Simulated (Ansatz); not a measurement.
**C₄H₇ClO: a ladder of functionals and wavefunction methods**

The task here is to estimate one member of a computed series from the others.

Computed with Ansatz 0.2.0, Gaussian basis. Level: functionals in def2-TZVPP, the program's frozen cores in correlated methods.

Levels to be run: PBE-D4, r2SCAN-D4, PBE0-D4, B3LYP-D4, ωB97X-V, ωB97M-V, B2PLYP; CCSD(T)/def2-TZVPP; MP2/def2-QZVPP; extrapolation to the limit.

### The relaxed structure

All runs share one geometry, relaxed beforehand with PBE0-D4 in a triple-zeta def2 set.

13 atoms, charge 0, spin multiplicity 1.

Atoms are counted from 1 here; the program's logs count them from 0.

Bond lengths: C1–C2 1.321 Å, C1–H7 1.081 Å, C1–H8 1.082 Å, C2–Cl3 1.735 Å, C2–C4 1.502 Å, C4–C5 1.521 Å, C4–O6 1.411 Å, C4–H9 1.101 Å, C5–H10 1.094 Å, C5–H11 1.092 Å, C5–H12 1.090 Å, O6–H13 0.960 Å. Angles: C2–C1–H7 121.6°, C2–C1–H8 118.9°, H7–C1–H8 119.5°, C1–C2–Cl3 121.1°, C1–C2–C4 125.9°, Cl3–C2–C4 113.0°, C2–C4–C5 111.8°, C2–C4–O6 107.5°, C2–C4–H9 106.9°, C5–C4–O6 111.5°, C5–C4–H9 108.9°, O6–C4–H9 110.1°, C4–C5–H10 110.1°, C4–C5–H11 109.9°, C4–C5–H12 111.1°, H10–C5–H11 109.0°, H10–C5–H12 107.8°, H11–C5–H12 108.9° and more.

Set-up of the first run:

Contents of in.yaml:

```yaml
crystal:
  periodic: [false, false, false]
  atoms:
    - {symbol: C, position_ang: [-0.137471, -2.040195, -0.139717]}
    - {symbol: C, position_ang: [0.182798, -0.949059, 0.531805]}
    - {symbol: Cl, position_ang: [1.337908, -0.999587, 1.824904]}
    - {symbol: C, position_ang: [-0.377740, 0.425166, 0.297749]}
    - {symbol: C, position_ang: [0.671368, 1.377572, -0.253888]}
    - {symbol: O, position_ang: [-1.470692, 0.293866, -0.584858]}
    - {symbol: H, position_ang: [0.309714, -2.998176, 0.087748]}
    - {symbol: H, position_ang: [-0.872127, -1.970206, -0.930617]}
    - {symbol: H, position_ang: [-0.722354, 0.800845, 1.273403]}
    - {symbol: H, position_ang: [0.246252, 2.378684, -0.371272]}
    - {symbol: H, position_ang: [1.019406, 1.023438, -1.226471]}
    - {symbol: H, position_ang: [1.525203, 1.454760, 0.419903]}
    - {symbol: H, position_ang: [-1.691766, 1.168194, -0.913886]}
basis:
  gaussian: {orbitals: def2-TZVPP}
hamiltonian: {xc: pbe, dispersion: d4}
output: {forces: true, orbitals: {seedname: orbitals}}
```

Command:

```sh
$ ansatz run in.yaml --threads 2 --pin off --events-out ev --progress --plain --max-ram 32768MiB --backend cuda --devices 0, --max-vram 18GiB
```

Among the steps run: PBE-D4 (GGA); r2SCAN-D4 (meta-GGA); PBE0-D4 (hybrid); B3LYP-D4 (hybrid); ωB97X-V (range-separated); ωB97M-V (range-separated); B2PLYP (double hybrid); CCSD(T) in def2-TZVPP; MP2 in def2-QZVPP.

One of the session's tables, all rows but one given; the rest of the session is left out.

```
            method  atomisation energy (eV)
            PBE-D4                   55.112
         r2SCAN-D4                   53.797
           PBE0-D4                   54.038
          B3LYP-D4                   53.496
           ωB97X-V                   53.610
           ωB97M-V                   53.769
            B2PLYP                   52.989
     HF/def2-TZVPP                   38.791
    MP2/def2-TZVPP                        ?
   CCSD/def2-TZVPP                   51.358
CCSD(T)/def2-TZVPP                   52.254
           MP2/CBS                   54.691
       CCSD(T)/CBS                   53.591
```

Estimate the missing values for MP2/def2-TZVPP.

The run gave: atomisation energy (eV): 53.353. In the column «atomisation energy (eV)» it lies between B2PLYP (52.989) and B3LYP-D4 (53.496).

Caveats from the session: Free atoms (4 C, 1 Cl, 1 O, 7 H) were run apart at each level; the atomisation energy is their sum less the molecule, without zero-point or spin-orbit terms.
